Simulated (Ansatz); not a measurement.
# Chromium, bcc under PBE: how the Methfessel-Paxton smearing moves the result

A convergence test of the Methfessel-Paxton smearing width. The geometry was relaxed under PBE beforehand and stays fixed; 7 values are run, from 0.01 to 1.0 eV. Wanted are the values from which on the energy stays within 10 and 1 meV/atom, and the pressure within 0.5 GPa, of the narrowest run. Within the series other settings stay, but some runs also write fields, which adds to their time. Spin polarisation is left out.

Computed with Ansatz 0.2.0 (DFT PBE, plane waves with PAW, scalar-relativistic, unless a step says otherwise).

**1. The structure to begin with**

The structure is cubic, space group Im-3m (No. 229). The conventional cell has a = 2.849 Å, b = 2.849 Å, c = 2.849 Å, α = 90.00°, β = 90.00°, γ = 90.00°. Cr (site symmetry m-3m) has 8 Cr at 2.47 Å as nearest neighbours.

As a file:

```xyz
1
Lattice="-1.4243 1.4243 1.4243 1.4243 -1.4243 1.4243 1.4243 1.4243 -1.4243" Properties=species:S:1:pos:R:3 pbc="T T T"
Cr    0.0000    0.0000    0.0000
```

**2. Run at 0.01 eV**

The run at 0.01 eV.

input.yaml

```yaml
crystal:
  lattice:
    - [-1.4243177237, 1.4243177237, 1.4243177237]
    - [1.4243177237, -1.4243177237, 1.4243177237]
    - [1.4243177237, 1.4243177237, -1.4243177237]
  atoms:
    - { symbol: Cr, position: [0.0, 0.0, 0.0] }
hamiltonian:
  xc: pbe
  pseudopotentials:
    kind: paw
    azcp:
      Cr: "pseudopotentials/Cr.paw.azcp"
basis:
  ecutwfc: 420
  fft_grid_basis: typed
kpoints:
  mp_grid: { grid: [15, 15, 15], shift: [0, 0, 0] }
magnetization:
  spin_polarized: false
scf:
  occupations: { method: methfessel_paxton, width: 0.01 }
  lower_state_search: "off"
output:
  stress: true
  write_density: true
  write_potential: true
  elf: true
  volumetric_format: npy
```

Started as:

```console
> ansatz run input.yaml --threads 1 --pin off --max-ram 3584MiB --backend cpu --events-out ev --progress --plain --runs-dir out
```

**3. Run at 0.03 eV**

The run at 0.03 eV.

input.yaml: that of step 2 with these lines changed.

```diff
@@ -21,3 +21,3 @@
 scf:
-  occupations: { method: methfessel_paxton, width: 0.01 }
+  occupations: { method: methfessel_paxton, width: 0.03 }
   lower_state_search: "off"
```

**4. Run at 0.1 eV**

The run at 0.1 eV.

input.yaml: that of step 3 with these lines changed.

```diff
@@ -21,3 +21,3 @@
 scf:
-  occupations: { method: methfessel_paxton, width: 0.03 }
+  occupations: { method: methfessel_paxton, width: 0.1 }
   lower_state_search: "off"
```

**5. Run at 0.2 eV**

The run at 0.2 eV.

input.yaml: that of step 4 with these lines changed.

```diff
@@ -21,3 +21,3 @@
 scf:
-  occupations: { method: methfessel_paxton, width: 0.1 }
+  occupations: { method: methfessel_paxton, width: 0.2 }
   lower_state_search: "off"
@@ -25,5 +25 @@
   stress: true
-  write_density: true
-  write_potential: true
-  elf: true
-  volumetric_format: npy
```

**6. Run at 0.3 eV**

The run at 0.3 eV.

input.yaml: that of step 5 with these lines changed.

```diff
@@ -21,3 +21,3 @@
 scf:
-  occupations: { method: methfessel_paxton, width: 0.2 }
+  occupations: { method: methfessel_paxton, width: 0.3 }
   lower_state_search: "off"
```

**7. Run at 0.6 eV**

The run at 0.6 eV.

input.yaml: that of step 6 with these lines changed.

```diff
@@ -21,3 +21,3 @@
 scf:
-  occupations: { method: methfessel_paxton, width: 0.3 }
+  occupations: { method: methfessel_paxton, width: 0.6 }
   lower_state_search: "off"
```

**8. Run at 1.0 eV**

The run at 1.0 eV.

input.yaml: that of step 7 with these lines changed.

```diff
@@ -21,3 +21,3 @@
 scf:
-  occupations: { method: methfessel_paxton, width: 0.6 }
+  occupations: { method: methfessel_paxton, width: 1.0 }
   lower_state_search: "off"
```

(Steps that only read results are left out.)

**Question.** What will these runs give?

**Answer**, as computed:

| quantity | value |
| --- | --- |
| E(σ → 0) stays within 10 meV/atom of 0.01 eV | up to 1.0 eV |
| E(σ → 0) stays within 1 meV/atom | up to 0.1 eV |
| pressure stays within 0.5 GPa | up to 0.6 eV |
| pressure at 0.01 eV | -0.26 GPa |
| energy of a separate run on a finer mesh (25×25×25) | -7.0 meV/atom from 0.01 eV |

**Reading.** The far end, 1.0 eV, lies +6.5 meV/atom and -2.1 GPa from the yardstick. The free energy F moves by +47.0 meV/atom over the range, and the estimate for σ → 0 by +6.5. This scheme cancels the term in the square of the width, so F moves little up to 0.2 eV. The mesh (15×15×15) is fixed, so the narrowest widths carry a k-point error of their own. The yardstick itself is unsettled by 7.0 meV/atom against the finer mesh, so the thresholds above hold only within this series, and wider smearing, which averages over more states, can land nearer the fine-mesh value than the narrowest does. The cell taken over is 4 % smaller than the measured one (11.99 Å³/atom, COD).
